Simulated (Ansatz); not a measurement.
Geometry optimisation, RKS PBE/6-31G* in Ansatz 0.2.0.

Input file:

```yaml
crystal:
  periodic: [false, false, false]
  atoms:
    - { symbol: Al, position_ang: [-0.001564, 0.249301, -0.083879] }
    - { symbol: F, position_ang: [0.002783, 0.265297, 1.605794] }
    - { symbol: H, position_ang: [1.419143, 0.329564, -0.801266] }
    - { symbol: H, position_ang: [-1.435681, 0.271722, -0.780016] }
    - { symbol: Cl, position_ang: [0.118757, -2.906327, 1.245718] }
    - { symbol: H, position_ang: [0.055362, -1.810356, 2.01385] }
basis:
  gaussian: { orbitals: "6-31G*" }
hamiltonian:
  xc: pbe
relax:
  f_tol: 0.03
  max_steps: 50
output:
  orbitals: {}
```

Command:

```bash
$ ansatz run input.yaml --threads 1 --pin off --max-ram 2048MiB --backend cpu --events-out ev --progress --plain --runs-dir out
```

Problem. Where does it end, and by what steps?

Solution. It converged. After 7 steps the energy has fallen by 0.139 eV; Cl5 moved furthest, 0.53 Å. Joined: Al1–Cl5 (3.43 → 2.61 Å).

```
step  energy less start (eV)  largest force component (eV/Å)  accepted
   0                  0.0000                           0.835       yes
   1                 -0.0517                           0.302       yes
   2                 -0.0944                           0.288       yes
   3                 -0.1217                           0.474       yes
   4                 -0.1350                           0.148       yes
   5                 -0.1363                           0.117       yes
   6                 -0.1380                           0.055       yes
   7                 -0.1391                           0.016       yes
```

```xyz
6
Properties=species:S:1:pos:R:3
Al 0.009 -0.034 0.029
F 0.013 0.176 1.749
H 1.428 0.152 -0.671
H -1.427 0.066 -0.654
Cl 0.083 -2.482 0.923
H 0.054 -1.479 1.824
```

Whether the end is a true minimum wasn't checked by a vibrational analysis.

Time of the run: 14 s on 1 thread of Intel(R) Xeon(R) Platinum 8259CL CPU @ 2.50GHz (Skylake/Cascade Lake), with other jobs on the host, peak memory 0.14 GiB.
